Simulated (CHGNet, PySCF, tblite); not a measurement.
## How well does each level of theory give the lattice constant a of rock-salt KCl?

Reference value: 6.248 Å (measured, low temperature, not corrected to a static lattice; as tabulated in Doll and Stoll (1997), arXiv:cond-mat/9707218).

| level (code) | value (Å) | difference (%) |
|---|---|---|
| IPEA1-xTB (tblite) | 5.866 | -6.11 |
| CHGNet-r²SCAN (CHGNet) | 6.274 | +0.42 |
| PBE (PySCF) | 6.379 ± 0.02 | +2.10 |
| Hartree–Fock (PySCF) | 6.511 ± 0.02 | +4.21 |
| MP2 (PySCF) | 6.171 ± 0.02 | -1.23 |

Leaving aside IPEA1-xTB, which can be fitted to such values or carry a doubt: Closest of these to the reference: CHGNet-r²SCAN (+0.42 %). Hartree–Fock (+4.21 %) misses by most. Of these only CHGNet-r²SCAN lands within 1 %.

The measured value isn't corrected to a static lattice, so vibrations enter the comparison. A static lattice is as a rule a little smaller than the measured one.  A ± on a computed value is a rough bar: the spread of its extrapolation, a floor set from checks against published values, or a statistical error. IPEA1-xTB: this parameter set was refitted to ionisation energies, not structures. IPEA1-xTB: the run uses a supercell at the zone centre in place of a k mesh.

Machine-learned potentials (CHGNet-r²SCAN) are trained on DFT data, which may include these solids.

Differences are worked out from the printed values.
